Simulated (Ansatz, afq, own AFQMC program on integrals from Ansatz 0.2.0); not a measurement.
# Where AFQMC and coupled cluster stand for InH₃⁺, doublet

```tsv
atom	x (Å)	y (Å)	z (Å)
In	0.0000	-0.0181	0.0095
H	0.0000	2.3337	-0.0595
H	0.0000	-0.2228	-2.7038
H	0.0000	-0.0477	1.6777
```

Basis def2-SVP with its core potentials. Only valence electrons are correlated. AFQMC by an in-house program on the Cholesky factors that Ansatz 0.2.0 writes for its CCSD(T) run. The CISD trial takes its coefficients from CCSD amplitudes. Released means that phaseless walkers are propagated on without the constraint, phases kept. ± is one standard error of the sampling. No spin–orbit coupling.

Determinant: ROHF, the one that the program's search chose, which needn't be the lowest solution. The geometry is a point of a scan.

Full CI on the same integrals is exact in this basis and with this determinant's frozen core.

Cautions: no spin-orbit coupling; inner d shell frozen; a spin-contaminated unrestricted determinant lies lower (UHF 1.07 eV lower, ⟨S²⟩ 1.49); strong correlation (T1 0.056, weight of the determinant 0.81, largest double 0.30); the released energies are still falling, so no released level is given (meV from the phaseless value at times in 1/Eh: -3.2 ± 1.7 at 0.24, -6.0 ± 1.9 at 0.51, -10.5 ± 1.7 at 0.99, -12.2 ± 1.4 at 1.62, -16.4 ± 1.5 at 2.40).

The T1 diagnostic is 0.0557 and the weight of the determinant in the CISD state is 0.814. The size of the correlated space is 5 electrons in 32 orbitals.

Reference: full CI, correlation energy -2.665 eV.

```
        level  E − E(reference) (kcal/mol)  share of correlation (%)
           HF                        61.47                      0.00
          MP2                        24.15                     60.71
         CCSD                         2.45                     96.01
      CCSD(T)                         0.77                     98.75
        CCSDT                         0.05                     99.92
     CCSDT(Q)                         0.02                     99.97
       CCSDTQ                         0.00                    100.00
ph-AFQMC/CISD                  0.75 ± 0.04                     98.79
```

CCSDT and higher add their correlation energy to the determinant of the CCSD(T) run, since their own runs factorise the integrals more tightly (a shift of under 2 meV). A walk keeps the symmetry of its determinant, which the program's search chose and which needn't be the lowest solution, so a lower state of the same spin and another symmetry isn't excluded.
